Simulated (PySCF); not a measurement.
ECD: `C[C@H]1C[C@@H]1N`, C₄H₉N

Geometry:
```json
{"atom": "C1", "x (Å)": "1.591", "y (Å)": "-0.814", "z (Å)": "0.336"}
{"atom": "C2", "x (Å)": "0.201", "y (Å)": "-0.253", "z (Å)": "0.502"}
{"atom": "C3", "x (Å)": "-0.043", "y (Å)": "1.223", "z (Å)": "0.328"}
{"atom": "C4", "x (Å)": "-0.565", "y (Å)": "0.261", "z (Å)": "-0.692"}
{"atom": "N5", "x (Å)": "-1.979", "y (Å)": "0.083", "z (Å)": "-0.852"}
{"atom": "H6", "x (Å)": "1.550", "y (Å)": "-1.867", "z (Å)": "0.060"}
{"atom": "H7", "x (Å)": "2.153", "y (Å)": "-0.727", "z (Å)": "1.265"}
{"atom": "H8", "x (Å)": "2.127", "y (Å)": "-0.274", "z (Å)": "-0.441"}
{"atom": "H9", "x (Å)": "-0.380", "y (Å)": "-0.746", "z (Å)": "1.274"}
{"atom": "H10", "x (Å)": "-0.755", "y (Å)": "1.705", "z (Å)": "0.981"}
{"atom": "H11", "x (Å)": "0.792", "y (Å)": "1.851", "z (Å)": "0.059"}
{"atom": "H12", "x (Å)": "-0.059", "y (Å)": "0.228", "z (Å)": "-1.650"}
{"atom": "H13", "x (Å)": "-2.182", "y (Å)": "-0.835", "z (Å)": "-1.234"}
{"atom": "H14", "x (Å)": "-2.451", "y (Å)": "0.166", "z (Å)": "0.041"}
```

Method: TDDFT PBE0/def2-SVPD circular dichroism and optical rotation, one conformer, gas phase (PySCF). Geometry: GFN2-xTB.

The molecule is flexible and this is one conformer; a measurement averages over conformers. States above about 6.3 eV (minus the energy of the highest occupied orbital) lie near or above the ionisation threshold and depend on the basis.

(1) Assign R or S to each stereocentre.

(2) Which excitations and rotatory strengths does the calculation give?

## Answers

(1) C2 S, C4 S.

(2) Rotatory strengths R in 10⁻⁴⁰ esu² cm², velocity form and length form (origin at the centre of mass); f in length form.
```
state  E (eV)  λ (nm)      f  R (velocity)  R (length)                                    main
    1    5.93     209  0.019         -20.4       -20.1                          HOMO→LUMO 0.87
    2    6.45     192  0.006          +0.9        +1.0      HOMO→LUMO+1 0.68, HOMO→LUMO+2 0.29
    3    6.61     188  0.011         +12.9       +11.6      HOMO→LUMO+2 0.63, HOMO→LUMO+1 0.23
    4    6.89     180  0.008          +3.9        +4.1                        HOMO→LUMO+3 0.97
    5    7.75     160  0.027         +17.9       +17.6      HOMO→LUMO+5 0.55, HOMO→LUMO+4 0.39
    6    7.87     158  0.005          -0.6        -0.4      HOMO−1→LUMO 0.70, HOMO→LUMO+4 0.20
    7    7.90     157  0.003          -0.9        -0.2      HOMO→LUMO+4 0.37, HOMO→LUMO+5 0.32
    8    8.13     152  0.012          -0.6        -0.2                        HOMO→LUMO+6 0.91
    9    8.24     150  0.016         +27.4       +25.5  HOMO−1→LUMO+1 0.73, HOMO−1→LUMO+2 0.20
   10    8.44     147  0.004          +4.1        +3.8  HOMO−1→LUMO+2 0.76, HOMO−1→LUMO+1 0.21
   11    8.60     144  0.007          +6.9        +7.3                        HOMO→LUMO+7 0.87
   12    8.62     144  0.008          +3.9        +1.2                      HOMO−1→LUMO+3 0.91
   13    8.77     141  0.004          -1.9        -2.4      HOMO→LUMO+8 0.59, HOMO→LUMO+9 0.17
   14    8.85     140  0.069          +8.3        +8.8      HOMO→LUMO+9 0.42, HOMO→LUMO+8 0.30
   15    8.96     138  0.114          +8.8        +8.4      HOMO−2→LUMO 0.57, HOMO→LUMO+9 0.28
   16    9.07     137  0.023          +5.9        +5.9                       HOMO→LUMO+10 0.92
```

Among the states computed, the strongest CD band (largest |R|) is state 9. The largest dissymmetry factor in size, g = 4R/(D+G), with D and G the electric and magnetic dipole strengths, is +0.018 for state 9 (velocity form, f = 0.019), among bands with |R| over 0.5. The mirror image has the same energies and oscillator strengths and all R with the opposite sign.
